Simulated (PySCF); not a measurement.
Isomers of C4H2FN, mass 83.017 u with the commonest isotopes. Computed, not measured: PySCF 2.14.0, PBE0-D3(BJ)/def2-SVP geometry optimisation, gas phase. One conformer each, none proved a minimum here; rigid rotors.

Question: Order these by out-of-plane moment Σ m c² = (Ia + Ib − Ic)/2, smallest first.
A. `N#CC1(F)C=C1`
B. `N#CC#CCF`
C. `N#C[C@@H]1C=C1F`

Answer: B (1.61 u·Å²), C (10.65 u·Å²), A (15.40 u·Å²).

Question: Order these by rotational constant C, largest first.
A. `N#CC#CCF`
B. `N#CC1(F)C=C1`
C. `N#C[C@@H]1C=C1F`

Answer: B (2552 MHz), C (2029 MHz), A (1241 MHz).

Question: Order these by radius of gyration √(Σ m r²/M), largest first.
A. `N#CC1(F)C=C1`
B. `N#CC#CCF`
C. `C1=C(F)[C@@H]1C#N`

Answer: B (2.219 Å), C (1.769 Å), A (1.603 Å).

| SMILES | point group | Ia (u·Å²) | Ib (u·Å²) | Ic (u·Å²) | κ | μa (D) | μb (D) | μc (D) |
| --- | --- | --- | --- | --- | --- | --- | --- | --- |
| N#CC1(F)C=C1 | Cs | 75.45 | 153.35 | 197.99 | -0.64 | 3.95 | 1.77 | 0.00 |
| N#CC#CCF | Cs | 17.30 | 393.13 | 407.22 | -1.00 | 3.29 | 2.09 | 0.00 |
| N#C[C@@H]1C=C1F | C1 | 56.83 | 213.52 | 249.04 | -0.90 | 3.06 | 2.26 | 0.74 |
